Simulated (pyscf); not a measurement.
# Four-centre exchange: HO–Si(SiH₃)(SiH₃)–SiH₃ + HCl → HO–Si(SiH₃)(SiH₃)–SiH₂–Cl + H₂

Gas phase, singlet surface, charge 0. Bonds broken: Si3–H7, Cl16–H17. Bonds formed: Si3–Cl16, H7–H17. Optimised with ωB97X-D3(BJ)/def2-SVP in PySCF.

Transition state (Å):

```xyz
17

O     -1.1130     1.9791    -0.6135
Si    -0.4704     0.7415     0.3354
Si    -0.8753    -1.3189    -0.6603
Si    -1.6031     0.6360     2.3690
Si     1.8554     0.8707     0.4907
H     -0.5061     2.3947    -1.2350
H      0.5687    -2.2970    -1.0114
H     -0.9542    -1.3674    -2.1609
H     -1.8322    -2.3333    -0.1624
H     -2.4763    -0.5705     2.4162
H     -2.4747     1.8479     2.4685
H     -0.6438     0.6414     3.5056
H      2.3266     0.8889     1.8998
H      2.2816     2.1518    -0.1669
H      2.5015    -0.2370    -0.2739
Cl     0.4326    -1.7157     1.6686
H      0.6618    -2.2325    -0.1774
```

One imaginary mode, 491i cm⁻¹; descent along it reached the two sides named.

```
bond      change  reactant side (Å)  saddle  product side
--------  ------  -----------------  ------  ------------
Si3–H7    breaks              1.502   1.779           4.1
Cl16–H17  breaks              1.287   1.931           2.9
Si3–Cl16   forms                3.9     2.7         2.091
H7–H17     forms              2.039   0.842         0.761
```

Electronic energies relative to the separated reactants (kcal/mol):

```json
[
 {"level": "ωB97X-D3(BJ)/def2-TZVP", "barrier": "24.9", "reaction energy": "-19.9", "reverse barrier": "44.8"},
 {"level": "PBE/def2-TZVP", "barrier": "24.2", "reaction energy": "-15.7", "reverse barrier": "39.9"},
 {"level": "r²SCAN/def2-TZVP", "barrier": "25.0", "reaction energy": "-17.8", "reverse barrier": "42.9"},
 {"level": "B3LYP-D3(BJ)/def2-TZVP", "barrier": "25.9", "reaction energy": "-18.0", "reverse barrier": "43.9"},
 {"level": "PBE0-D3(BJ)/def2-TZVP", "barrier": "24.0", "reaction energy": "-17.3", "reverse barrier": "41.3"},
 {"level": "M06-2X/def2-TZVP", "barrier": "25.3", "reaction energy": "-20.0", "reverse barrier": "45.2"},
 {"level": "ωB97M-D3(BJ)/def2-TZVP", "barrier": "26.3", "reaction energy": "-17.3", "reverse barrier": "43.6"},
 {"level": "HF/def2-TZVP", "barrier": "47.4", "reaction energy": "-13.2", "reverse barrier": "60.6"}
]
```

With ωB97M-D3(BJ)/def2-TZVP energies and thermal terms (ideal gas, 1 atm, RRHO with modes under 100 cm⁻¹ raised to 100, one conformer, R ln 2 for chiral ones without a mode under 150 cm⁻¹), in kcal/mol:

```json
[
 {"T (K)": "298", "ΔH‡": "26.9", "ΔG‡": "39.5", "ΔH": "-18.2", "ΔG": "-15.5"},
 {"T (K)": "600", "ΔH‡": "26.7", "ΔG‡": "52.4", "ΔH": "-17.5", "ΔG": "-13.0"},
 {"T (K)": "900", "ΔH‡": "27.0", "ΔG‡": "65.2", "ΔH": "-17.1", "ΔG": "-10.9"},
 {"T (K)": "1200", "ΔH‡": "27.3", "ΔG‡": "77.9", "ΔH": "-16.8", "ΔG": "-8.9"}
]
```

At the saddle there is also a short H–Si contact that neither side keeps. This is the saddle that the search found; another between the same sides may lie lower.
